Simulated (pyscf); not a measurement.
`[SH2]` + `[GeH2]` [singlet] + `[FH]` -> `[SH][GeH3]` + `[FH]`, a multi-bond step (singlet surface; H–S, F–H broken, Ge–S, Ge–H, F–H formed). Optimised with ωB97X-D3(BJ)/def2-SVP in PySCF. MP2 and CC: frozen core, UHF for open shells. ΔMP2 is the change of the MP2 total energy from the triple- to the quadruple-zeta basis. Energies in eV from the separated reactants.

Small-basis levels: PySCF, no dispersion term, spherical d functions. AM1 to PM7: differences of heats of formation from MOPAC, which are fitted to 298 K values and so differ in kind from electronic energies by zero-point and thermal terms. Cost: rough CPU time at the saddle relative to B3LYP/6-31G*+LANL2DZ, from one job on a shared machine.

```tsv
level	barrier	reaction energy	cost
SVWN5/6-31G*+LANL2DZ	-1.94	-2.37	0.8
B3LYP/STO-3G	[?]	-4.31	0.9
B3LYP/3-21G	[?]	-2.36	1
B3LYP/LANL2DZ	-0.50	-1.99	0.8
M06-2X/6-31G*+LANL2DZ	-0.54	-2.16	2
PM3	0.20	-2.46	under 0.02
PM7	0.30	-3.12	under 0.02
CCSD(T)/def2-TZVPP + ΔMP2(QZVPP)	[?]	-2.20	–
```

Task: Fill in the missing entries.

Result: 
- B3LYP/STO-3G, barrier: -3.53
- B3LYP/3-21G, barrier: -1.60
- CCSD(T)/def2-TZVPP + ΔMP2(QZVPP), barrier: -0.31

Against the last row the barrier runs from -3.22 (B3LYP/STO-3G) to +0.60 eV (PM7). CCSD(T)/def2-TZVPP + ΔMP2(QZVPP) has limits of its own. On the reactant side the descent ends in an adduct with a Ge–S contact, 1.23 eV under the separated species and 0.60 eV under the saddle at ωB97X-D3(BJ)/def2-TZVP. On the product side the descent ends in a complex, 0.29 eV under the separated species and 2.05 eV under the saddle at ωB97X-D3(BJ)/def2-TZVP. At CCSD(T) the saddle lies under the separated reactants, which points to a path from their complex (located at ωB97X-D3(BJ) alone). What is counted as formed (Ge–S) is already present as a longer contact in the reactant adduct; forming that adduct is a step of its own. At ωB97X-D3(BJ)/def2-TZVP the barrier from the zero used here is -0.64 eV. This is the saddle that the search found; another between the same sides may lie lower. The CCSD(T) − MP2 part came from Ansatz, without density fitting, on the same reference. The frozen core leaves the outer d or s,p core shells of the metals and heavy elements correlated in the MP2 and CC values, and def2-TZVPP describes them poorly, which can shift differences by a few kcal/mol. In the def2 sets elements up to Kr have no core potential.
